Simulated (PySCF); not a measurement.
## Highest orbital energy against ionisation energy along the third row

Calculated with PySCF 2.14, no spin-orbit coupling. Each cell gives −ε(HOMO) / ΔSCF in eV; NIST values include spin-orbit coupling, (s) semi-empirical, (t) theoretical.

```tsv
species	UHF	LDA	PBE	PBE0	r2SCAN	NIST (lowest levels)
Mg (aug-cc-pV5Z, non-relativistic)	6.886 / 6.606	4.776 / 7.725	4.700 / 7.614	5.427 / 7.543	4.811 / 7.369	7.646
Al (aug-cc-pV(5+d)Z, non-relativistic)	5.946 / 5.609	3.014 / 6.037	3.096 / 6.080	3.910 / 6.099	3.349 / 6.182	5.986
Si (aug-cc-pV(5+d)Z, non-relativistic)	8.202 / 7.637	4.573 / 8.235	4.609 / 8.199	5.630 / 8.220	4.911 / 8.317	8.152
P (aug-cc-pV(5+d)Z, non-relativistic)	10.670 / 9.905	6.296 / 10.577	6.296 / 10.489	7.535 / 10.529	6.691 / 10.615	10.487
S (aug-cc-pV(5+d)Z, non-relativistic)	10.328 / 9.237	6.169 / 10.567	6.162 / 10.429	7.423 / 10.404	6.408 / 10.370	10.360
Cl (aug-cc-pV(5+d)Z, non-relativistic)	13.087 / 11.764	8.208 / 13.202	8.135 / 12.969	9.604 / 12.953	8.457 / 12.994	12.968
Ar (aug-cc-pV(5+d)Z, non-relativistic)	16.083 / 14.548	10.405 / 15.989	10.288 / 15.701	11.981 / 15.712	10.730 / 15.759	15.760
```

How far is −ε(HOMO) from ΔSCF on average for each method, and why?

UHF 0.84 eV; LDA -4.13 eV; PBE -4.03 eV; PBE0 -2.85 eV; r2SCAN -3.75 eV. Hartree-Fock orbital energies lack relaxation and so exceed the ΔSCF value; semilocal functionals have convex E(N) from self-interaction, so their HOMO lies far too high; exact exchange moves hybrids part of the way back.
